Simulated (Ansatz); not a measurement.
# H2S2Si: rigid scan of one bond length in Python

The task is a rigid scan of one bond length, for H2S2Si.

Program: the Python package of Ansatz 0.2.0. Level of theory: PBE/def2-SVP. These are calculated values, not measurements.

**1. The system**

Bond lengths: S1–Si2 2.176 Å, Si2–S3 2.112 Å, S1–H4 1.321 Å, S3–H5 1.362 Å. Angles: S1–Si2–S3 105.1°, Si2–S1–H4 94.0°, Si2–S3–H5 97.4°.

No structure file is read: the coordinates are typed or built in the script.

**2. Script**

The input, scan.py:

```python
"""Potential curve of H2S2Si along one bond."""

import warnings

import ansatz as az
import numpy as np

warnings.simplefilter("ignore", az.DeckWarning)

geometry_ang = [
    ("S", (-0.7076, -1.1035, -0.5632)),
    ("Si", (-0.5832, 0.9152, 0.2385)),
    ("S", (1.4468, 1.1762, 0.7605)),
    ("H", (-1.9958, -1.0126, -0.8418)),
    ("H", (1.8897, -0.0489, 0.3646)),
]
system = az.Crystal.molecule()
for symbol, xyz in geometry_ang:
    system = system.atom(symbol, xyz)

symbols = [site.symbol for site in system.cartesian_sites]
start = np.array([site.position_ang for site in system.cartesian_sites])
axis = (start[3] - start[0]) / np.linalg.norm(start[3] - start[0])
moving = [3]
lengths, energies = [1.163, 1.215, 1.268, 1.321, 1.374, 1.427, 1.48, 1.559], []
for length in lengths:
    xyz = start.copy()
    xyz[moving] += (length - np.linalg.norm(start[3] - start[0])) * axis
    point = az.Crystal.molecule()
    for symbol, xyz in zip(symbols, xyz):
        point = point.atom(symbol, xyz.tolist())
    base = point.calculation().basis(gaussian="def2-SVP").functional("pbe")
    summary = base.run(threads=1).report
    energies.append(summary["free_energy_ev"])
    print(f"r = {length:6.3f} A  E = {energies[-1]:.5f} eV  <S^2> = {abs(summary['mean_field']['state']['spin_squared']):.3f}")

# quartic fit about the minimum
fit = np.polynomial.Polynomial.fit(lengths, np.array(energies) - min(energies), 4).convert()
roots = [r.real for r in fit.deriv().roots() if abs(r.imag) < 1e-9 and fit.deriv(2)(r.real) > 0]
r_e = min(roots, key=lambda r: abs(r - lengths[int(np.argmin(energies))]))
print(f"minimum of the fit at {r_e:.4f} A, force constant {fit.deriv(2)(r_e):.2f} eV/A^2")
```

**3. The calls as engine input**

The package turns the script's settings into the engine's input (first run):

```yaml
crystal:
  periodic: [false, false, false]
  atoms:
    - { symbol: S, position_ang: [-0.7076, -1.1035, -0.5632] }
    - { symbol: Si, position_ang: [-0.5832, 0.9152, 0.2385] }
    - { symbol: S, position_ang: [1.4468, 1.1762, 0.7605] }
    - { symbol: H, position_ang: [-1.8416259359605496, -1.023479073452248, -0.8084566571639568] }
    - { symbol: H, position_ang: [1.8897, -0.0489, 0.3646] }
basis:
  gaussian:
    orbitals: def2-SVP
hamiltonian:
  xc: pbe
```

**4. Launch**

Started as:

```sh
$ python scan.py
```

Standard output:

```text
r =  1.163 A  E = -29558.29610 eV  <S^2> = 0.000
r =  1.215 A  E = -29558.65462 eV  <S^2> = 0.000
r =  1.268 A  E = -29558.87517 eV  <S^2> = 0.000
r =  1.321 A  E = -29558.98301 eV  <S^2> = 0.000
r =  1.374 A  E = -29559.00463 eV  <S^2> = 0.000
r =  1.427 A  E = -29558.96081 eV  <S^2> = 0.000
r =  1.480 A  E = -29558.86785 eV  <S^2> = 0.000
r =  1.559 A  E = -29558.66502 eV  <S^2> = 0.000
minimum of the fit at 1.3624 A, force constant 24.54 eV/A^2
```

Wall time 9.2 s (1 thread of Arm Neoverse V1, shared host); peak memory 0.17 GiB.

**5. What changed from run to run**

The engine's inputs for some of the other runs:

Run 2, against run 1:

```diff
@@ -7 +7 @@
-    - { symbol: H, position_ang: [-1.8416259359605496, -1.023479073452248, -0.8084566571639568] }
+    - { symbol: H, position_ang: [-1.8923304490043575, -1.0199011816375592, -0.8194225610096367] }
```

Run 6, against run 1:

```diff
@@ -7 +7 @@
-    - { symbol: H, position_ang: [-1.8416259359605496, -1.023479073452248, -0.8084566571639568] }
+    - { symbol: H, position_ang: [-2.099048848336805, -1.0053143919315202, -0.8641297074574087] }
```

Run 8, against run 1:

```diff
@@ -7 +7 @@
-    - { symbol: H, position_ang: [-1.8416259359605496, -1.023479073452248, -0.8084566571639568] }
+    - { symbol: H, position_ang: [-2.227760304524933, -0.9962320511711563, -0.8919662326041347] }
```

Lines on the test bed's own set-up are left out of the output.

**6. What each run gave**

One row for each of the 8 runs:

| run | distance (Å) | energy from run 5 (eV) | SCF cycles | CPU time (s) |
| --- | --- | --- | --- | --- |
| 1 | 1.16 | 0.7085 | 15 | 1 |
| 2 | 1.22 | 0.3500 | 16 | 1.1 |
| 3 | 1.27 | 0.1295 | 16 | 1.1 |
| 4 | 1.32 | 0.0216 | 16 | 1.1 |
| 5 | 1.37 | 0.0000 | 16 | 1.1 |
| 6 | 1.43 | 0.0438 | 16 | 1.1 |
| 7 | 1.48 | 0.1368 | 16 | 1.1 |
| 8 | 1.56 | 0.3396 | 16 | 1.1 |

**7. Outcome**

```
                        quantity     value
bond length at the fit's minimum  1.3624 Å
                   runs compared         8
                 range of energy  0.709 eV
      lowest point, distance (Å)      1.37
```

The curve has its lowest point inside the range, at 1.37. The ends stand 0.709 and 0.34 eV above it. The distance scanned is the script's pair 0, 3. Caveats:
- The rest of the molecule is held rigid at a force-field or estimated start geometry, and the basis set is modest; single-reference methods fail as a bond breaks.
- The orbitals are restricted, so S² is zero by construction.
